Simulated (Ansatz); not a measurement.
C3H5N can be A, `CC=C=N`, or B, `C=CC=N`.

Gas-phase electronic energies from Ansatz, PBE0-D4/def2-TZVP geometries. CBS: MP2 limit from def2 TZ/QZ plus the TZ coupled-cluster correction, frozen cores. DFT in def2-TZVPP. B3LYP here is the variant with VWN-RPA as its local correlation; programs differ in this. One conformer a species, not always the lowest.

Question: Which is lower in electronic energy at CCSD(T)/CBS, and by how much? (Estimate.)

Answer: Computed: B, by 17.4 kJ/mol.

Question: Give E(B) − E(A) in kJ/mol with HF/def2-TZVPP, CCSD(T)/def2-SVP, CCSD(T)/def2-TZVPP, B3LYP, BLYP-D4, LDA (SPW92), r2SCAN-D4. (An estimate is asked.)

Answer: Ansatz gave: HF/def2-TZVPP -15.6, CCSD(T)/def2-SVP -18.2, CCSD(T)/def2-TZVPP -16.9, B3LYP -2.5, BLYP-D4 -3.0, LDA (SPW92) 8.9, r2SCAN-D4 2.2. The order is the other way round with LDA (SPW92), r2SCAN-D4.

Question: Does the order hold for the free energy at 298.15 K (harmonic terms from PBE0-D4)? (An estimate is asked.)

Answer: The calculation gave: Yes: G(B) − G(A) = -13.7 kJ/mol, for one conformer each.

Largest T1 diagnostic: 0.013.

From BLYP to BHLYP (50 % exact exchange), in def2-TZVPP and without D4, E(B) − E(A) moves by −8.2 kJ/mol. Leaving LDA and LC-ωPBE aside and taking each functional with its dispersion term where it has one, the values, not all of them listed here, spread over 12.5 kJ/mol, from BHLYP-D4 to PBE-D4. LDA lies +4.5 kJ/mol from PBE without D4.
